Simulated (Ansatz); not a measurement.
# C4H4S: the cost of one run

Computed with Ansatz 0.2.0, Gaussian basis. Level: cc-pV(T+d)Z, core rule «outside noble gas», up to 9 orbitals frozen.

Plan: UHF; CCSD(T) on RHF; CCSD(T) on UHF; BCCD(T) on RHF.

24 further runs of the same task are left out: 2 that didn't finish, 22 set aside as unsound or not needed.

### Step 1. What is computed

The geometry is an MP2(full)/6-31G* stationary point (not a proven minimum).

9 atoms, charge 0, spin multiplicity 1.

Atoms are counted from 1 here; the program's logs count them from 0.

Bond lengths: S1–C2 1.715 Å, S1–C3 1.715 Å, C2–C4 1.375 Å, C2–H6 1.082 Å, C3–C5 1.375 Å, C3–H7 1.082 Å, C4–C5 1.418 Å, C4–H8 1.085 Å, C5–H9 1.085 Å. Angles: C2–S1–C3 92.0°, S1–C2–C4 111.6°, S1–C2–H6 120.3°, C4–C2–H6 128.2°, S1–C3–C5 111.6°, S1–C3–H7 120.3°, C5–C3–H7 128.2°, C2–C4–C5 112.4°, C2–C4–H8 123.2°, C5–C4–H8 124.4°, C3–C5–C4 112.4°, C3–C5–H9 123.2°, C4–C5–H9 124.4°.

Coordinates:

| atom | x (Å) | y (Å) | z (Å) |
| --- | --- | --- | --- |
| S1 | 0.0000 | 0.0000 | 1.1449 |
| C2 | 0.0000 | 1.2339 | -0.0463 |
| C3 | 0.0000 | -1.2339 | -0.0463 |
| C4 | 0.0000 | 0.7092 | -1.3171 |
| C5 | 0.0000 | -0.7092 | -1.3171 |
| H6 | 0.0000 | 2.2753 | 0.2472 |
| H7 | 0.0000 | -2.2753 | 0.2472 |
| H8 | 0.0000 | 1.3219 | -2.2120 |
| H9 | 0.0000 | -1.3219 | -2.2120 |

### Step 2. UHF

The input, in.yaml:

```yaml
crystal:
  periodic: [false, false, false]
  atoms:
    - {symbol: S, position_ang: [0.000000, 0.000000, 1.144937]}
    - {symbol: C, position_ang: [0.000000, 1.233876, -0.046290]}
    - {symbol: C, position_ang: [0.000000, -1.233876, -0.046290]}
    - {symbol: C, position_ang: [0.000000, 0.709173, -1.317138]}
    - {symbol: C, position_ang: [0.000000, -0.709173, -1.317138]}
    - {symbol: H, position_ang: [0.000000, 2.275343, 0.247168]}
    - {symbol: H, position_ang: [0.000000, -2.275343, 0.247168]}
    - {symbol: H, position_ang: [0.000000, 1.321934, -2.212047]}
    - {symbol: H, position_ang: [0.000000, -1.321934, -2.212047]}
basis:
  gaussian: {orbitals: "cc-pV(T+d)Z.json"}
magnetization: {spin_polarized: true, initial_magnetization: 0}
hamiltonian: {xc: hf}
output: {orbitals: {seedname: orbitals}}
```

Started as:

```sh
ansatz run in.yaml --threads 1 --pin off --events-out ev --progress --plain --max-ram 3968MiB --backend cpu
```

**Question.** How long does this run take on 1 thread of AMD EPYC 7R13, shared host, and how much memory does it need?

About 33 s, with a peak of 0.83 GiB.
